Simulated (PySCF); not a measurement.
PySCF input (TPSSh/def2-TZVPD):

```python
from pyscf import gto, scf, dft

mol = gto.M(
    atom='''
    O     1.06982681   -0.18778777    0.05497058
    N    -0.00660330    0.46114076    0.01021508
    O    -1.06404892   -0.21571040   -0.06390877
    ''',
    basis='def2-tzvpd',
    charge=-1,
    spin=0,
    verbose=4,
)

mf = dft.RKS(mol, xc='tpssh').density_fit(auxbasis='def2-universal-jkfit')
mf.grids.level = 3
mf.conv_tol = 1e-9
mf.max_cycle = 100
mf.max_memory = 1500
mf.kernel()
if not mf.converged:
    mf = mf.newton()
    mf.kernel(mf.make_rdm1())
mf.analyze()
```

End of the output:

```
Extra cycle  E= -205.245168062544  delta_E= 4.55e-13  |g|= 8.41e-07  |ddm|= 1.91e-06
converged SCF energy = -205.245168062544
**** SCF Summaries ****
Total Energy =                        -205.245168062544394
Nuclear Repulsion Energy =              62.969294286991826
One-electron Energy =                 -412.642169100380329
Two-electron Energy =                  144.427706750844067
Two-electron Coulomb Energy =          168.633773872309064
DFT Exchange-Correlation Energy =      -24.206067121465008
HOMO-LUMO gap [eV] =                     4.164951842534170
**** MO energy ****
MO #1   energy= -18.8207523166315  occ= 2
MO #2   energy= -18.820746534026   occ= 2
MO #3   energy= -14.1430188640335  occ= 2
MO #4   energy= -0.890534402249685 occ= 2
MO #5   energy= -0.724165227123635 occ= 2
MO #6   energy= -0.348696311261271 occ= 2
MO #7   energy= -0.217523535416447 occ= 2
MO #8   energy= -0.20648079220492  occ= 2
MO #9   energy= -0.198705661075381 occ= 2
MO #10  energy= -0.0419515240277847 occ= 2
MO #11  energy= -0.0143870933290928 occ= 2
MO #12  energy= 0.025573550730121  occ= 2
MO #13  energy= 0.178632709108639  occ= 0
MO #14  energy= 0.193218692140455  occ= 0
MO #15  energy= 0.197633411113861  occ= 0
MO #16  energy= 0.226807802188235  occ= 0
MO #17  energy= 0.232874207410041  occ= 0
MO #18  energy= 0.259057719135235  occ= 0
MO #19  energy= 0.260587913535094  occ= 0
MO #20  energy= 0.273349157276724  occ= 0
MO #21  energy= 0.353381700251051  occ= 0
MO #22  energy= 0.374739851881266  occ= 0
MO #23  energy= 0.484265319747853  occ= 0
MO #24  energy= 0.49726855684755   occ= 0
MO #25  energy= 0.519840897733439  occ= 0
MO #26  energy= 0.552377514450023  occ= 0
MO #27  energy= 0.575509703953163  occ= 0
MO #28  energy= 0.594777403598965  occ= 0
MO #29  energy= 0.603438374943448  occ= 0
MO #30  energy= 0.607049626934418  occ= 0
MO #31  energy= 0.609951867053751  occ= 0
MO #32  energy= 0.636397202267155  occ= 0
MO #33  energy= 0.654282223959961  occ= 0
MO #34  energy= 0.656111512247649  occ= 0
MO #35  energy= 0.658587568180514  occ= 0
MO #36  energy= 0.67280232750798   occ= 0
MO #37  energy= 0.720291934040916  occ= 0
MO #38  energy= 0.747210899546398  occ= 0
MO #39  energy= 0.748540846464538  occ= 0
MO #40  energy= 0.77682824245162   occ= 0
MO #41  energy= 0.782593055563175  occ= 0
MO #42  energy= 0.863540314769425  occ= 0
MO #43  energy= 0.90610597450826   occ= 0
MO #44  energy= 1.06209754142256   occ= 0
MO #45  energy= 1.07509506117433   occ= 0
MO #46  energy= 1.09770483935521   occ= 0
MO #47  energy= 1.12250083378373   occ= 0
MO #48  energy= 1.14953052109292   occ= 0
MO #49  energy= 1.19239298193522   occ= 0
MO #50  energy= 1.34111646243429   occ= 0
MO #51  energy= 1.43682976158845   occ= 0
MO #52  energy= 1.45508754074381   occ= 0
MO #53  energy= 1.49052771165995   occ= 0
MO #54  energy= 1.52562748007189   occ= 0
MO #55  energy= 1.67624572324977   occ= 0
MO #56  energy= 1.76952163920224   occ= 0
MO #57  energy= 1.95182051596301   occ= 0
MO #58  energy= 1.95890835806357   occ= 0
MO #59  energy= 2.05983340578001   occ= 0
MO #60  energy= 2.07089125237217   occ= 0
MO #61  energy= 2.12752870280742   occ= 0
MO #62  energy= 2.18627198857506   occ= 0
MO #63  energy= 2.32785240424558   occ= 0
MO #64  energy= 2.39457804120558   occ= 0
MO #65  energy= 2.45966469064813   occ= 0
MO #66  energy= 2.47951010510086   occ= 0
MO #67  energy= 2.52451983796043   occ= 0
MO #68  energy= 2.65455710639307   occ= 0
MO #69  energy= 2.85001972114726   occ= 0
MO #70  energy= 3.09217777716374   occ= 0
MO #71  energy= 3.18002117590284   occ= 0
MO #72  energy= 3.18801569538201   occ= 0
MO #73  energy= 3.19578934412494   occ= 0
MO #74  energy= 3.42525576411068   occ= 0
MO #75  energy= 3.50224607390834   occ= 0
MO #76  energy= 3.51781947967774   occ= 0
MO #77  energy= 3.90559496959952   occ= 0
MO #78  energy= 4.0412792771135    occ= 0
MO #79  energy= 4.07045074002521   occ= 0
MO #80  energy= 4.13954891747848   occ= 0
MO #81  energy= 4.28824398371906   occ= 0
MO #82  energy= 4.38074695277167   occ= 0
MO #83  energy= 4.45788978101096   occ= 0
MO #84  energy= 4.86533655577196   occ= 0
MO #85  energy= 4.89886362967269   occ= 0
MO #86  energy= 4.89989779899773   occ= 0
MO #87  energy= 4.97087588639892   occ= 0
MO #88  energy= 5.03205901003061   occ= 0
MO #89  energy= 5.39781627245293   occ= 0
MO #90  energy= 5.42456714828936   occ= 0
MO #91  energy= 5.43221293971239   occ= 0
MO #92  energy= 5.435952692241     occ= 0
MO #93  energy= 5.44416890078681   occ= 0
MO #94  energy= 5.47826144450238   occ= 0
MO #95  energy= 5.51003999321322   occ= 0
MO #96  energy= 5.68065279793918   occ= 0
MO #97  energy= 5.81954870610917   occ= 0
MO #98  energy= 5.89769513154055   occ= 0
MO #99  energy= 6.23085133273701   occ= 0
MO #100 energy= 6.47736848744727   occ= 0
MO #101 energy= 6.55052442801395   occ= 0
MO #102 energy= 6.65658255372055   occ= 0
MO #103 energy= 6.66341621119359   occ= 0
MO #104 energy= 6.68518803754018   occ= 0
MO #105 energy= 6.6942304515603    occ= 0
MO #106 energy= 6.84991494789077   occ= 0
MO #107 energy= 7.11307320975975   occ= 0
MO #108 energy= 7.12725288609266   occ= 0
MO #109 energy= 7.15058933289447   occ= 0
MO #110 energy= 7.29281596445193   occ= 0
MO #111 energy= 7.34859496862649   occ= 0
MO #112 energy= 7.4435698899614    occ= 0
MO #113 energy= 7.77213836870273   occ= 0
MO #114 energy= 7.9797244368217    occ= 0
MO #115 energy= 32.3351674194385   occ= 0
MO #116 energy= 44.4129570330566   occ= 0
MO #117 energy= 44.4451364876354   occ= 0
 ** Mulliken pop on meta-lowdin orthogonal AOs  **
 ** Mulliken pop  **
pop of  0 O 1s            1.99997
pop of  0 O 2s            1.78447
pop of  0 O 3s            0.01816
pop of  0 O 4s            0.00627
pop of  0 O 5s            0.00548
pop of  0 O 6s            0.00208
pop of  0 O 2px           1.45446
pop of  0 O 2py           1.74599
pop of  0 O 2pz           1.50824
pop of  0 O 3px           0.00991
pop of  0 O 3py           0.00635
pop of  0 O 3pz           0.00392
pop of  0 O 4px           0.00190
pop of  0 O 4py           0.00039
pop of  0 O 4pz           0.00001
pop of  0 O 5px           0.00106
pop of  0 O 5py           0.00034
pop of  0 O 5pz           0.00002
pop of  0 O 3dxy          0.00442
pop of  0 O 3dyz          0.00072
pop of  0 O 3dz^2         0.00169
pop of  0 O 3dxz          0.00152
pop of  0 O 3dx2-y2       0.00271
pop of  0 O 4dxy          0.00065
pop of  0 O 4dyz          0.00005
pop of  0 O 4dz^2         0.00025
pop of  0 O 4dxz          0.00016
pop of  0 O 4dx2-y2       0.00077
pop of  0 O 5dxy          0.00106
pop of  0 O 5dyz          0.00005
pop of  0 O 5dz^2         0.00010
pop of  0 O 5dxz          0.00091
pop of  0 O 5dx2-y2       0.00147
pop of  0 O 4f-3          0.00058
pop of  0 O 4f-2          0.00013
pop of  0 O 4f-1          0.00007
pop of  0 O 4f+0          0.00005
pop of  0 O 4f+1          0.00018
pop of  0 O 4f+2          0.00004
pop of  0 O 4f+3          0.00022
pop of  1 N 1s            1.99995
pop of  1 N 2s            1.50822
pop of  1 N 3s            0.04110
pop of  1 N 4s            0.00474
pop of  1 N 5s            0.00250
pop of  1 N 6s            0.00064
pop of  1 N 2px           0.89315
pop of  1 N 2py           1.40106
pop of  1 N 2pz           0.95840
pop of  1 N 3px           0.01343
pop of  1 N 3py           0.00281
pop of  1 N 3pz           0.00029
pop of  1 N 4px           0.00034
pop of  1 N 4py           0.00020
pop of  1 N 4pz           0.00006
pop of  1 N 3dxy          0.00636
pop of  1 N 3dyz          0.00252
pop of  1 N 3dz^2         0.00380
pop of  1 N 3dxz          0.00656
pop of  1 N 3dx2-y2       0.00763
pop of  1 N 4dxy          0.00018
pop of  1 N 4dyz          0.00000
pop of  1 N 4dz^2         0.00021
pop of  1 N 4dxz          0.00072
pop of  1 N 4dx2-y2       0.00265
pop of  1 N 5dxy          0.00092
pop of  1 N 5dyz          0.00015
pop of  1 N 5dz^2         0.00005
pop of  1 N 5dxz          0.00095
pop of  1 N 5dx2-y2       0.00442
pop of  1 N 4f-3          0.00131
pop of  1 N 4f-2          0.00005
pop of  1 N 4f-1          0.00028
pop of  1 N 4f+0          0.00018
pop of  1 N 4f+1          0.00031
pop of  1 N 4f+2          0.00008
pop of  1 N 4f+3          0.00019
pop of  2 O 1s            1.99997
pop of  2 O 2s            1.78447
pop of  2 O 3s            0.01816
pop of  2 O 4s            0.00627
pop of  2 O 5s            0.00548
pop of  2 O 6s            0.00208
pop of  2 O 2px           1.47047
pop of  2 O 2py           1.73136
pop of  2 O 2pz           1.50686
pop of  2 O 3px           0.01023
pop of  2 O 3py           0.00606
pop of  2 O 3pz           0.00389
pop of  2 O 4px           0.00188
pop of  2 O 4py           0.00042
pop of  2 O 4pz           0.00001
pop of  2 O 5px           0.00103
pop of  2 O 5py           0.00037
pop of  2 O 5pz           0.00003
pop of  2 O 3dxy          0.00463
pop of  2 O 3dyz          0.00077
pop of  2 O 3dz^2         0.00168
pop of  2 O 3dxz          0.00149
pop of  2 O 3dx2-y2       0.00248
pop of  2 O 4dxy          0.00064
pop of  2 O 4dyz          0.00004
pop of  2 O 4dz^2         0.00025
pop of  2 O 4dxz          0.00017
pop of  2 O 4dx2-y2       0.00078
pop of  2 O 5dxy          0.00093
pop of  2 O 5dyz          0.00007
pop of  2 O 5dz^2         0.00010
pop of  2 O 5dxz          0.00090
pop of  2 O 5dx2-y2       0.00159
pop of  2 O 4f-3          0.00057
pop of  2 O 4f-2          0.00014
pop of  2 O 4f-1          0.00007
pop of  2 O 4f+0          0.00005
pop of  2 O 4f+1          0.00017
pop of  2 O 4f+2          0.00003
pop of  2 O 4f+3          0.00022
 ** Mulliken atomic charges  **
charge of    0O =     -0.56680
charge of    1N =      0.13359
charge of    2O =     -0.56680

WARN: System has nonzero charge -1; the dipole moment is origin-dependent.
Location of origin: [0. 0. 0.]

Dipole moment(X, Y, Z, Debye): -0.00585,  0.40898,  0.00906
```
